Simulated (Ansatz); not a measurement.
# BH (singlet): from Hartree-Fock to the top rungs, cc-pVQZ

One table from this session's results is given with a row withheld; the runs are named, their logs left out.

Program: Ansatz 0.2.0, Gaussian basis. Level of theory: cc-pVQZ, core rule «outside noble gas», up to 1 orbitals frozen. These are calculated values, not measurements.

To be run: UHF; CCSD(T) on RHF; CCSD(T) on UHF; BCCD(T) on RHF; CCSDT(Q) on RHF; CCSDT(Q) on UHF; CASSCF and MRCISD+Q, 4 electrons in 5 orbitals; CASSCF and NEVPT2, 4 electrons in 5 orbitals; Full CI.

22 further runs of the same task are left out: 4 for a known fault of the program, 3 that didn't finish, 15 set aside as unsound or not needed.

**What is computed**

The geometry is a PBE0/def2-TZVP stationary point (not a proven minimum) of the parent state, kept for this charge and spin.

2 atoms, charge 0, spin multiplicity 1.

Atoms are counted from 1 here; the program's logs count them from 0.

Bond lengths: B1–H2 1.194 Å.

Set-up of the first run:

in.yaml reads:

```yaml
crystal:
  periodic: [false, false, false]
  atoms:
    - {symbol: B, position_ang: [0.000000, 0.000000, 0.000000]}
    - {symbol: H, position_ang: [0.000000, 0.000000, 1.194000]}
basis:
  gaussian: {orbitals: cc-pVQZ}
magnetization: {spin_polarized: true, initial_magnetization: 0}
hamiltonian: {xc: hf}
output: {orbitals: {seedname: orbitals}}
```

Started as:

```console
$ ansatz run in.yaml --threads 1 --pin off --events-out ev --progress --plain --max-ram 2393MiB
```

Steps of the session up to this table: UHF; CCSD(T) on RHF; CCSD(T) on UHF; BCCD(T) on RHF; CCSDT(Q) on RHF; CCSDT(Q) on UHF; CASSCF and MRCISD+Q, 4 electrons in 5 orbitals; CASSCF and NEVPT2, 4 electrons in 5 orbitals; Full CI.

One of the session's tables, all rows but one given; the rest of the session is left out.

| method | from FCI (meV) |
| --- | --- |
| RHF | +2827.7 |
| UHF | +2642.1 |
| RMP2 | +704.7 |
| UMP2 | +882.1 |
| RCCSD | +73.1 |
| UCCSD | ? |
| RCCSD(T) | +13.6 |
| UCCSD(T) | +17.4 |
| BCCD(T) | +13.7 |
| RCCSDT | +2.4 |
| UCCSDT | +3.3 |
| RCCSDT(Q) | +0.5 |
| UCCSDT(Q) | +1.2 |
| CASSCF valence | +1327.1 |
| NEVPT2 valence | +391.6 |
| MRCISD valence | +39.8 |
| MRCISD+Q valence | +9.3 |
| FCI | 0 |

Q: Estimate the row for UCCSD from the others.

**Answer.** from FCI (meV): +79.2. In the column «from FCI (meV)» it lies between RCCSD (+73.1) and NEVPT2 valence (+391.6).

To keep in mind: Restricted and unrestricted rows rest on different reference determinants; where their highest levels disagree by more than a few hundredths of an eV, they describe different states and don't form one ladder.
